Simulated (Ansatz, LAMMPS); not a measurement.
Ladder of methods for the bulk modulus of hcp Ti

Reference value: 108 GPa (measured, zero-point energy and finite temperature contributions removed; as tabulated in doi:10.1021/acs.jctc.3c00612).

```
level (code)                    value (GPa)  cell (Å³/atom)
------------------------------  -----------  --------------
Lennard-Jones uff-vdw (LAMMPS)         0.39           20.77
LDA (Ansatz)                            127           16.10
PBE (Ansatz)                              …           17.39
PBEsol (Ansatz)                         119           16.73
revPBE (Ansatz)                         107           17.76
PBE-D4 (Ansatz)                         115           17.11
PBEsol-D3(BJ) (Ansatz)                    …           15.89
r²SCAN (Ansatz)                           …           17.31
r²SCAN+rVV10 (Ansatz)                   119           17.17
```

Task: Complete the blanks.

Result: 
- PBE (Ansatz, a quantum-chemistry and plane-wave program), value (GPa): 112
- PBEsol-D3(BJ) (Ansatz), value (GPa): 129
- r²SCAN (Ansatz), value (GPa): 117

Errors against the reference: Lennard-Jones uff-vdw -100 %, LDA +17.6 %, PBE +3.7 %, PBEsol +10.2 %, revPBE -0.9 %, PBE-D4 +6.5 %, PBEsol-D3(BJ) +19.4 %, r²SCAN +8.3 %, r²SCAN+rVV10 +10.2 %.

Leaving aside Lennard-Jones uff-vdw (doubt noted below): Once the reference is moved by up to 1.7 % (a margin picked here for doubts on the reference and the settings) and values within 1.7 % count as equal, the nearest can be revPBE (-0.9 %) or PBE (+3.7 %). Among them PBEsol-D3(BJ) (+19.4 %) misses by most. Within 15 %: PBE, PBEsol, revPBE, PBE-D4, r²SCAN, r²SCAN+rVV10.

The crystal itself was run without spin with LDA, PBE, PBEsol, revPBE, PBE-D4, PBEsol-D3(BJ), r²SCAN, r²SCAN+rVV10; a magnetic state was not tried in these runs. Lennard-Jones uff-vdw: this is a force field's van der Waals term alone, without bonds or charges. Each level is taken at its own relaxed cell. Cutoffs differ between the levels. Ansatz's density-functional and Hartree–Fock values are scalar-relativistic unless marked +SOC, with PAW data made under PBE.

Differences are worked out from the printed values.
